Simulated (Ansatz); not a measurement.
Input:

```yaml
crystal:
  periodic: [false, false, false]
  atoms:
    - { symbol: C, position_ang: [0.114465, 1.253411, 0.06212] }
    - { symbol: O, position_ang: [0.286212, -0.074812, 0.591512] }
    - { symbol: C, position_ang: [-0.125528, -1.075052, -0.170908] }
    - { symbol: S, position_ang: [0.089474, -2.670375, 0.48012] }
    - { symbol: H, position_ang: [1.113078, 1.728394, -0.004211] }
    - { symbol: H, position_ang: [-0.362338, 1.203925, -0.936332] }
    - { symbol: H, position_ang: [-0.516949, 1.825532, 0.770001] }
    - { symbol: H, position_ang: [-0.506316, -2.248125, -0.848201] }
basis:
  gaussian: { orbitals: def2-SVP }
hamiltonian:
  xc: pbe
md:
  timestep: 0.5
  n_steps: 200
  ensemble: nve
  temperature: 300.0
  initial_velocities: maxwell_boltzmann
  seed: 10691
```

Command:

```bash
$ ansatz run input.yaml --threads 1 --pin off --max-ram 2048MiB --backend cpu --events-out ev --progress --plain --runs-dir out
```

Hardware: 1 thread of Intel(R) Xeon(R) Platinum 8375C CPU @ 2.90GHz (Ice Lake) (shared host).

Roughly how long does this run take, and how much memory?

4.3 min, with a peak of 0.15 GiB, for 201 ionic steps.
